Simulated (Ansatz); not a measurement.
# SiNH+ (quartet): wave-function methods side by side, def2-QZVPP

An exercise on one series of results from a longer session: the logs are not shown, and one member is left open.

The runs use Ansatz 0.2.0, Gaussian basis; def2-QZVPP, core rule «outside noble gas», up to 6 orbitals frozen.

To be run: UHF; ROHF; CCSD(T) on UHF.

5 further runs of the same task are left out: 2 that didn't finish, 3 set aside as unsound or not needed. Runs told in other sessions of the task aren't counted.

## What is computed

The geometry is a PBE0/def2-TZVP stationary point (not a proven minimum) of the parent state, kept for this charge and spin.

3 atoms, charge 1, spin multiplicity 4.

Atoms are counted from 1 here; the program's logs count them from 0.

Bond lengths: Si1–N2 1.651 Å, Si1–H3 1.520 Å. Angles: N2–Si1–H3 110.7°.

Set-up of the first run:

in.yaml reads:

```yaml
crystal:
  periodic: [false, false, false]
  atoms:
    - {symbol: Si, position_ang: [0.000000, -0.096456, 0.516159]}
    - {symbol: N, position_ang: [0.000000, 0.103488, -1.122923]}
    - {symbol: H, position_ang: [0.000000, 1.249554, 1.222147]}
basis:
  gaussian: {orbitals: "def2-QZVPP.json"}
total_charge: 1
magnetization: {spin_polarized: true, initial_magnetization: 3}
hamiltonian: {xc: hf}
output: {orbitals: {seedname: orbitals}}
```

Launch:

```
> ansatz run in.yaml --threads 1 --pin off --events-out ev --progress --plain --max-ram 2393MiB
```

Among the steps run: UHF; ROHF; CCSD(T) on UHF.

One of the session's tables, all rows but one given; the rest of the session is left out.

It belongs to the step «Misses and costs». 

```
  method  from UCCSD(T) (meV)
    ROHF                    ?
     UHF              +6584.0
    UMP2              +1031.7
   UCCSD               +242.8
UCCSD(T)                    0
```

Q: Estimate the row for ROHF from the others.

As computed: from UCCSD(T) (meV): +6795.4. In the column «from UCCSD(T) (meV)» it is the highest.
